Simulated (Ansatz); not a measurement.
One starting cell of HfN (a generated cell, HfN built in the FeSi structure type) was relaxed twice with Ansatz (plane waves, PAW, scalar-relativistic): with r2SCAN at 500 eV and with PBE at 420 eV. The r2SCAN result:

HfN is taken in the cubic space group Fm-3m (No. 225), the rock salt structure, Pearson symbol cF8. Conventional cell: a = b = c = 4.526 Å, α = β = γ = 90.00°. Hf on 4a is surrounded by 6 N at 2.263 Å (octahedral). N on 4b sees 6 Hf at 2.263 Å (octahedral). (Neighbours: up to the widest gap in distance over summed covalent radii, below 1.35, at either atom; cation-cation and far metal-metal contacts left out.)
(The calculation used a cell of 2 atoms; values per cell refer to that cell.)

```
quantity                          r2SCAN    PBE
--------------------------------  ------  -----
space group                        Fm-3m  Fm-3m
volume (Å³/atom)                   11.59      ?
a (Å)                              4.526      ?
gap (eV, no spin-orbit coupling)    0.00      ?
```

Fill in the PBE column.


- volume (Å³/atom), PBE: 11.76
- a (Å), PBE: 4.548
- gap (eV, no spin-orbit coupling), PBE: 0.00

Both levels end in the same structure; PBE's volume is 1.5 % larger. Neither column is exact.

No spin polarisation in the result. The relaxed primitive cell holds an odd number of electrons. A magnetic state may lie lower.

Measured for HfN: a 4.519 Å (0 K or low temperature; as listed in Guo-Xu Zhang et al., New Journal of Physics (2018)). Computed minus measured — a: r2SCAN +0.2 %, PBE +0.6 %. The computed values are for a static lattice.

The run could not lose the symmetry of its start; a randomly shaken copy of 4 atoms returns to this structure.

Ansatz is a first-principles code.
